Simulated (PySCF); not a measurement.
A calculation to check before its numbers are used.

A TDDFT job on HNS, SMILES `N=S`. Level of theory: PySCF 2.14.0, density-fitted response routines, TDDFT LC-wPBE/def2-SVPD, vertical, gas phase, core orbitals frozen in the response.

Driver input (Å, PBE0-D3(BJ)/def2-SVP geometry):

```
{"job": {"kind": "uv", "xc": "LC-wPBE", "basis": "def2-SVPD", "ip": true}, "charge": 0, "multiplicity": 1}
N     -0.1708     0.4947     0.0000
S      1.1523    -0.3460     0.0000
H     -0.9814    -0.1487     0.0000
```

Output:

```
coarse grid: 3312 points
cycle   1  E = -453.0727756573  dE =  4.071e-02  |g| = 2.680e-01  |ddm| = 2.004e+00
cycle   2  E = -453.0797361904  dE = -6.961e-03  |g| = 2.708e-01  |ddm| = 4.025e-01
cycle   3  E = -453.0953125458  dE = -1.558e-02  |g| = 5.797e-02  |ddm| = 2.454e-01
cycle   4  E = -453.0961910173  dE = -8.785e-04  |g| = 1.363e-02  |ddm| = 5.796e-02
cycle   5  E = -453.0962756141  dE = -8.460e-05  |g| = 2.545e-03  |ddm| = 2.718e-02
cycle   6  E = -453.0962812742  dE = -5.660e-06  |g| = 9.933e-04  |ddm| = 7.880e-03
final grid: 28112 points
cycle   7  E = -453.1477111696  dE = -7.814e-06  |g| = 5.529e-03  |ddm| = 1.777e-02
cycle   8  E = -453.1477061066  dE =  5.063e-06  |g| = 7.850e-03  |ddm| = 1.001e-02
cycle   9  E = -453.1477198552  dE = -1.375e-05  |g| = 3.604e-04  |ddm| = 6.116e-03
cycle  10  E = -453.1477199238  dE = -6.863e-08  |g| = 2.040e-04  |ddm| = 7.361e-04
cycle  11  E = -453.1477199478  dE = -2.398e-08  |g| = 4.628e-05  |ddm| = 5.087e-04
cycle  12  E = -453.1477199492  dE = -1.397e-09  |g| = 5.978e-06  |ddm| = 1.370e-04
cycle  13  E = -453.1477199492  dE = -4.098e-11  |g| = 1.401e-06  |ddm| = 2.153e-05
converged SCF energy = -453.1477199492

Static polarisability (au): isotropic 27.799, principal 21.491 25.558 36.346

Singlet excitations
state   eV       nm        f      main configurations
  1   0.6012   2062.3   0.00002   H->L 0.99
  2   4.8783    254.2   0.00000   H-2->L 0.99
  3   5.5753    222.4   0.00277   H->L+1 0.81, H->L+5 0.15
  4   6.6613    186.1   0.08513   H-1->L 0.51, H->L+2 0.38
  5   6.7525    183.6   0.12571   H->L+2 0.55, H-1->L 0.38
  6   7.5316    164.6   0.00591   H-3->L 0.96
  7   7.6794    161.5   0.04434   H->L+3 0.83
  8   7.7033    160.9   0.00471   H->L+4 0.98
  9   8.7144    142.3   0.02532   H->L+5 0.53, H->L+6 0.13, H->L+3 0.11
 10   9.3966    131.9   0.01089   H->L+6 0.63, H->L+5 0.18

Triplet excitations (Tamm-Dancoff, eV): -0.1259 3.0208 3.8414 4.9351
Vertical ionisation energy (delta-SCF) = 9.4565 eV
Vertical electron affinity (delta-SCF) = 1.4949 eV
```

The SCF starts on a coarse grid; the energy jumps when the final grid takes over, and dE counts afresh there.

Frontier levels of this run: HOMO -9.33 eV, LUMO -1.38 eV.

Problem. Which diagnosis fits best?
A. response equations not converged
B. SCF not converged
C. a triplet lies below the closed-shell reference

Solution. C. The lowest Tamm–Dancoff triplet root is negative, -0.13 eV. By this estimate a triplet lies below the closed-shell solution at this geometry and level, and that solution is no minimum once the two spins may take different orbitals. The orbital gap is 7.95 eV. The singlet excitations, the polarisability and the orbital energies refer to this closed shell, which need not be the ground state.

Problem. What would you do next?

Solution. Solve the triplet and a broken-symmetry singlet by unrestricted SCF and compare energies; restart the closed shell from another guess in case it settled on a wrong occupation; where singlet and triplet lie close, use a multireference method.

On Arm Neoverse V1, one thread (shared host), this took 5.4 s wall and 0.27 GiB of memory at its peak.
